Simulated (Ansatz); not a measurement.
## Pulling the pair apart

The pair of SiH$_{4}$ (SMILES [SiH4], atoms 1–5) and PH$_{3}$ (SMILES P, atoms 6–9), both closed shells, in one local arrangement (a lower one may exist), relaxed at PBE0-D4/def2-TZVP:

Si1  (-0.292, 0.000, -1.848)
H2  (-0.421, -0.344, -3.289)
H3  (-1.643, 0.226, -1.278)
H4  (0.531, 1.227, -1.710)
H5  (0.367, -1.129, -1.143)
P6  (0.211, 0.296, 1.842)
H7  (0.151, 0.861, 3.143)
H8  (1.517, -0.226, 2.037)
H9  (-0.420, -0.910, 2.244)
(Å)

PH$_{3}$ is shifted rigidly along the line between the mean atom positions of the two fragments (negative: closer). Counterpoise interaction energies in kcal/mol. Program: Ansatz 0.2.0. Basis: def2-TZVPPD. Cores are frozen in the correlated methods. B3LYP uses VWN-RPA correlation.

```tsv
shift (Å)	MP2	HF	B3LYP-D4
-0.37	0.04	3.24	-0.35
-0.19	-0.63	1.79	-1.00
0.00	-0.90	0.94	-1.24
0.19	-0.96	0.44	-1.24
0.45	-0.87	0.09	-1.07
0.93	-0.58	-0.09	-0.64
1.87	-0.22	-0.07	-0.21
3.74	-0.04	-0.02	-0.03
```

Question: What does CCSD(T) give at these shifts? (An estimate is asked for; the value comes from the calculation.)

Answer: The calculation gives: 0.25, -0.48, -0.80, -0.89, -0.82, -0.56, -0.21, -0.04 kcal/mol. For zero shift, CCSD(T) at an estimated basis limit (MP2 extrapolated from triple and quadruple zeta, plus CCSD(T) − MP2 in triple zeta) gives -1.11 kcal/mol. These are counterpoise interaction energies, counted from the two frozen fragments.

T1 diagnostic: at most 0.013.

For scale, one of the runs: CCSD(T)/def2-TZVPPD, 215 basis functions, launched by `ansatz run in.yaml --threads 2 --pin off --events-out ev --progress --plain --max-ram 5222MiB`. Hardware: 2 CPU threads of an Intel Xeon Platinum 8488C, shared host. Wall time 33 s; peak host memory 2.8 GiB.
